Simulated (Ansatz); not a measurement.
A made-up structure of NaSiH3O, singlet:

```
6
angstrom
O -0.5830 -0.7144 -0.0777
Si 0.5846 0.5224 0.1424
Na 1.1217 -1.3628 1.0603
H -1.4643 -0.6900 -0.5624
H 0.7359 0.7746 -1.3265
H -0.3948 1.4703 0.7639
```

It is relaxed with PBE-D4/def2-SVP and then PBE0-D4/def2-TZVP (Ansatz 0.2.0). Atoms count as bonded within 1.22 times the sum of their covalent radii (H–H: 0.88 Å). The end point is not checked to be a true minimum.

Problem. Does its bonding change? (Judge from chemistry; the calculation decides.)

Solution. The calculation gives: No: no bond forms or breaks.

Where it ends: The first stage lowers the energy by 1.31 eV in 7 steps. It ends as NaSiH₃O ([OH]1[Na][SiH2]1):
O1  (-0.526, -0.825, -0.010)
Si2  (0.532, 0.590, 0.092)
Na3  (1.080, -1.771, 1.174)
H4  (-1.349, -0.720, -0.490)
H5  (0.655, 1.041, -1.350)
H6  (-0.392, 1.685, 0.585)
(Å)

Labels in which every atom is bracketed show which atoms are joined, not bond orders.

For scale, one of the runs: PBE0-D4/def2-TZVP relaxation, 118 basis functions, launched by `ansatz run in.yaml --threads 2 --pin off --events-out ev --progress --plain --max-ram 4352MiB`. The run took about 16 s on 2 CPU threads of an Arm Neoverse V2 (shared host).
